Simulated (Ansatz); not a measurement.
The input, for Ansatz 0.2.0:

```yaml
crystal:
  periodic: [false, false, false]
  atoms:
    - {symbol: Si, position_ang: [0.000000, 0.000000, 0.410000]}
    - {symbol: P, position_ang: [0.000000, 0.000000, -2.303000]}
    - {symbol: H, position_ang: [0.000000, 0.000000, 1.893000]}
basis:
  gaussian: {orbitals: 6-31G}
correlation: {method: fci, electrons: outside_noble_gas}
```

```sh
$ ansatz run in.yaml --threads 1 --pin off --events-out ev --progress --plain --max-ram 2393MiB
```

Output:

```
542 factors; integrals over basis functions are off by at most 7.0e-8 eV
mean field evaluation 1: about -17138.7511 eV, gradient 2.5e1 eV
mean field evaluation 2: about -17138.7530 eV, gradient 2.5e1 eV
mean field evaluation 4: about -17142.2809 eV, gradient 2.7e0 eV
mean field evaluation 8: about -17142.3782 eV, gradient 2.1e-1 eV
mean field evaluation 16: about -17142.3789 eV, gradient 2.4e-4 eV
mean field evaluation 32: about -17140.0003 eV, gradient 1.0e1 eV
mean field evaluation 64: about -17139.7575 eV, gradient 5.3e-3 eV
mean field evaluation 96: about -17142.0167 eV, gradient 4.9e0 eV
mean field evaluation 128: about -17142.3756 eV, gradient 2.1e-1 eV
mean field -17142.39678232 eV, -629.9714622165 hartree, gradient 2.7e-6 eV, S^2 0.000000; 12 other end points of the search recorded, 0 dependent functions left out; unrestricted orbitals would lower it
determinant -17142.39678232 eV, -629.9714622165 hartree, with singles and doubles -17147.23788266 eV, -630.1493693725 hartree
determinant -17142.37890224 eV, -629.9708051355 hartree, with singles and doubles -17147.17950542 eV, -630.1472240485 hartree
determinant -17139.75497534 eV, -629.8743776007 hartree, with singles and doubles -17143.34781399 eV, -630.0064119856 hartree
determinant -17142.39678232 eV, -629.9714622165 hartree, with singles and doubles -17147.23416536 eV, -630.1492327641 hartree
determinant -17142.37890224 eV, -629.9708051355 hartree, with singles and doubles -17147.19350034 eV, -630.1477383524 hartree
unrestricted determinant -17145.14402114 eV, -630.0724213808 hartree, S^2 2.3470
10 core orbitals not correlated: weight in the atoms' cores, before any rotation towards them, 1.000 or more for the frozen orbitals, at most 0.000 for the correlated occupied ones
reference -17142.39678232 eV, -629.9714622165 hartree; 5, 5 occupied and 13, 13 virtual orbitals, 542 factors
state -17147.78753460 eV, -630.1695687088 hartree
Total energy: -17147.78753460 eV, -630.1695687088 hartree
```

Ran on 1 thread of Arm Neoverse V2, shared host: 2.1 min wall, 1.2 GiB peak host memory.
